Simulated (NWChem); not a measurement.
Na cation

Program: NWChem.

For level B3LYP/def2-TZVP:

```yaml
highest occupied level (eV): -39.28
orbital gap (eV): 32.28
```

Task: Estimate the same quantities for level PBE/def2-TZVP.

Result: 
* **highest occupied level (eV)**: -36.36
* **orbital gap (eV)**: 29.34
